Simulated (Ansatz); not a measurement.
# fcc Sr

The numbers are results of PBEsol (Ansatz, a quantum-chemistry and plane-wave program, plane waves, PAW), not measurements.

Run with plane-wave cutoff 500 eV, 20×20×20 k mesh, Fermi–Dirac smearing 0.1 eV, scalar-relativistic PAW data made under PBE.

Cell: relaxed at this level.

```
Quantity                            Result
---------------------------  -------------
equilibrium volume per atom  52.09 Å³/atom
lattice constant a                 5.928 Å
```

Measured, for comparison: equilibrium volume per atom 55.22 Å³/atom, lattice constant a 6.045 Å (low-temperature or extrapolated to 0 K; zero-point anharmonic expansion removed; as tabulated in Csonka et al. (2009), arXiv:0903.4037). Computed (rounded) less measured: equilibrium volume per atom -5.7 %, lattice constant a -1.9 %.

Computed values are for the static lattice.

The result took roughly 40 core-seconds.
